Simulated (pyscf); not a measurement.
Elementary routes open to Cl–C:–Cl (SMILES Cl[C]Cl) [singlet] + HF (SMILES F) in the gas phase (singlet surface):
A. F–CH(Cl)–Cl (SMILES FC(Cl)Cl) (F–H broken; C–F, C–H formed)
B. HCl (SMILES Cl) + F–C:–Cl (SMILES F[C]Cl) [singlet] (C–Cl, F–H broken; Cl–H, C–F formed)

Structures and frequencies: ωB97X-D3(BJ)/def2-SVP in PySCF. MP2 and CC: frozen core, UHF for open shells. ΔMP2 is the change of the MP2 total energy from the triple- to the quadruple-zeta basis.

Rank the routes by free-energy barrier at 600 K, lowest first, for CCSD(T)/def2-TZVPP + ΔMP2(QZVPP) energies (ideal gas, 1 atm, RRHO with modes under 100 cm⁻¹ raised to 100, one conformer, R ln 2 for chiral ones without a mode under 150 cm⁻¹).

A (131.4 kJ/mol), B (215.8 kJ/mol)

Route A is the fastest of these, ahead of the next by 84.4 kJ/mol. The most stable products are those of A (ΔG = -149.7 kJ/mol), so kinetics and thermodynamics agree. At 1200 K A is still the fastest. A: On the reactant side the descent ends in a bound adduct, 39.7 kJ/mol under the separated species and 71.9 kJ/mol under the saddle at ωB97X-D3(BJ)/def2-TZVP. B: On the reactant side the descent ends in a bound adduct (not fully relaxed), 38.9 kJ/mol under the separated species and 171.8 kJ/mol under the saddle at ωB97X-D3(BJ)/def2-TZVP. Only these routes are compared; each barrier is that of the saddle found, and lower ones may exist. The CCSD(T) − MP2 part came from Ansatz, without density fitting, on the same reference.
